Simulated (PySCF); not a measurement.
# How well do the runs reproduce experiment for thiophene?

**Experimental background.**

NIST CCCBDB Release 22 (SRD 101), experimental dipoles lists, for the gas: dipole moment (dielectric constant against temperature) 0.55 D.

How close the calculation comes is told at the end.

Thiophene, C4H4S.
SMILES with atom numbers: `[cH:1]1[cH:2][cH:3][s:4][cH:5]1` (hydrogens: H6 on C1; H7 on C2; H8 on C3; H9 on C5)

Structure used (GFN2-xTB), in Å, numbered top down from 1:
```
atom  x, y, z in Å
C1    -0.7452   -0.6546   -0.0129
C2     0.6669   -0.7366   -0.0137
C3     1.2574    0.4839    0.0046
S4     0.1036    1.7586    0.0227
C5    -1.1899    0.6262    0.0062
H6    -1.3933   -1.5125   -0.0252
H7     1.2119   -1.6635   -0.0273
H8     2.3025    0.7216    0.0091
H9    -2.2004    0.9828    0.0113
```

The PySCF runs (gas phase, on this GFN2-xTB geometry; no spin–orbit coupling):

```json
{"level": "PBE0/pcSseg-1", "job": "shieldings, ring-centre shieldings, charges and field gradients", "basis functions": "112", "wall time": "6.8 s"}
```

Hardware: one thread of an Arm Neoverse V1, shared host.

## Comparison

**Dipole moment.** Measured: 0.55 D (NIST CCCBDB Release 22 (SRD 101), experimental dipoles).

```json
{"level": "PBE0/pcSseg-1", "computed (D)": "0.52", "computed − measured (D)": "-0.03", "% (from the printed values)": "-5"}
```

The computed dipoles belong to one fixed geometry; measured ones are averaged over vibrations unless marked μe. Magnitudes are compared, not signs.

No measured geometry was used, and the causes of the misses weren't examined.
